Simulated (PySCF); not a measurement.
CH3NO, SMILES C(N)=O. Atoms are numbered in the order given.

```xyz
6

N      0.1575    -1.0812     0.0000
C     -0.3856     0.1617     0.0000
O      0.2453     1.1934     0.0000
H      1.1596    -1.1828     0.0000
H     -0.4200    -1.9030     0.0000
H     -1.4910     0.1369     0.0000
```
Charge 0, spin multiplicity 1.

Geometry: B3LYP-D3(BJ)/def2-TZVP. Other conformers were not sampled.

Two levels are set side by side: PBE/pcSseg-2 (PySCF) and KT2/pcSseg-2 (PySCF). GIAO shifts against H2O (¹⁷O), NH3 (¹⁵N), TMS (¹H), TMS (¹³C) at the same level; non-relativistic, no solvent, atoms listed together averaged. Differences are taken from unrounded values.

| quantity | KT2 |
|---|---|
| δ(¹⁵N) of N1 (ppm) | 114.9 |
| δ(¹³C) of C2 (ppm) | 154.8 |
| δ(¹⁷O) of O3 (ppm) | 395.4 |
| δ(¹H) of H4, H5 (ppm) | 4.68 |
| δ(¹H) of H6 (ppm) | 8.42 |

Problem. What does PBE give, and how far is it from KT2? (Estimate from the structure and the level; the computed values follow.)

Solution. 
| quantity | PBE | PBE minus KT2 |
|---|---|---|
| δ(¹⁵N) of N1 (ppm) | 122.3 | 7.4 |
| δ(¹³C) of C2 (ppm) | 162.3 | 7.5 |
| δ(¹⁷O) of O3 (ppm) | 424.3 | 28.9 |
| δ(¹H) of H4, H5 (ppm) | 4.73 | 0.05 |
| δ(¹H) of H6 (ppm) | 8.59 | 0.17 |

Rough cost on one machine, each run with all the roots and properties that it gave: KT2 against PBE within a factor of 2.
